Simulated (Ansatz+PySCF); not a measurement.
Results of a calculation; reference values are marked as such.
A run of Ansatz (development build ahead of 0.2.0) on singlet CH(+) at this shape:

```xyz
2

C     0.0000    0.0000   -0.4015
H     0.0000    0.0000    2.4091
```

Its results:

- Converged: yes
- Total energy: -37.85074 hartree
- Spin squared of the determinant: 0.000
- Stability test: minimum among restricted orbitals

Forces (eV/Å):
```json
{"atom": "C1", "Fx": "0.000", "Fy": "0.000", "Fz": "1.390"}
{"atom": "H2", "Fx": "0.000", "Fy": "0.000", "Fz": "-1.390"}
```

Question: Which input gives this output? Name the method, the orbitals and the basis set, and write the input.

Answer: PBE0 (restricted) in 6-31G. An unrestricted run that stays on the closed shell gives the same numbers.

```yaml
crystal:
  periodic: [false, false, false]
  atoms:
    - { symbol: C, position_ang: [0.0, 0.0, -0.40151] }
    - { symbol: H, position_ang: [0.0, 0.0, 2.40907] }
basis:
  gaussian: { orbitals: "6-31G" }
total_charge: 1
hamiltonian:
  xc: pbe0
output:
  forces: true
```

Caution: charge can spread falsely over distant fragments; an unrestricted determinant lies well below.
